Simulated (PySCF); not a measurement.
# S: ionisation energy

S [Ne] 3s2 3p4 (3P) → S+ [Ne] 3s2 3p3 (4S), as a difference of total energies. Calculation: PySCF 2.14, in aug-cc-pCVTZ-DK (8s7p5d3f, 75 functions); scalar relativity by spin-free X2C-1e. Correlated levels: valence: [Ne] frozen; valence and next inner shell: 1s2 frozen; nothing frozen. The calculations carry no spin-orbit coupling.

```csv
method,ionisation energy (eV)
UHF,9.223
LDA,10.556
PBE0,10.393
r2SCAN,10.364
BLYP,10.408
HSE06,10.396
r2SCAN0,10.346
MN15,10.345
MP2 (valence),9.992
SCS-MP2 (valence),10.072
MP2 (valence and next inner shell),9.998
MP2 (all electrons),9.999
SCS-MP2 (all electrons),10.075
```

Q: Estimate what SCS-MP2 (valence and next inner shell) gives.

A: 10.074 eV, closest to SCS-MP2 (all electrons) among the rows shown.

Q: Estimate what PBE gives.

A: 10.421 eV, closest to BLYP among the rows shown.

A first-order spin-orbit estimate (lowest level to lowest level, LS coupling) adds 0.023 eV.

Errors of the correlated levels include the incompleteness of this basis and the frozen core.

For comparison: 10.360 eV (measured; NIST Atomic Spectra Database, ionization energies).
